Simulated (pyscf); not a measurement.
One four-centre exchange on the doublet surface with elements of a group swapped. ωB97M-D3(BJ)/def2-TZVP, kcal/mol, from the separated reactants. Structures and frequencies: ωB97X-D3(BJ)/def2-SVP in PySCF.

| step | barrier | reaction energy | imaginary mode (i cm⁻¹) |
|---|---|---|---|
| `[F][C]([Cl])[Cl]` [doublet] + `[ClH]` → `[Cl][C]([Cl])[Cl]` [doublet] + `[FH]` | (withheld) | (withheld) | 358 |
| `[FH]` + `[F][C]([F])[Cl]` [doublet] → `[F][C]([F])[F]` [doublet] + `[ClH]` | 38.3 | -4.4 | 480 |

### Question
Some entries are withheld; supply them.

### Answer

- `[F][C]([Cl])[Cl]` [doublet] + `[ClH]` → `[Cl][C]([Cl])[Cl]` [doublet] + `[FH]`, barrier: 46.9
- `[F][C]([Cl])[Cl]` [doublet] + `[ClH]` → `[Cl][C]([Cl])[Cl]` [doublet] + `[FH]`, reaction energy: -0.9

Each row is the saddle that its search found.
